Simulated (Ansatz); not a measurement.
# Zinc-blende CdSe: TO(Γ) frequency by level of theory

No measured value is used here.

```csv
level (code),value (cm⁻¹),cell (Å³/atom)
LDA (Ansatz),175,27.10
PBE (Ansatz),?,29.73
r²SCAN (Ansatz),163,28.84
```

What belongs in the gaps?


- PBE (Ansatz, a first-principles code), value (cm⁻¹): 155

Each level is taken at its own relaxed cell. Cutoffs differ between the levels. Ansatz's density-functional and Hartree–Fock values are scalar-relativistic unless marked +SOC, with PAW data made under PBE.
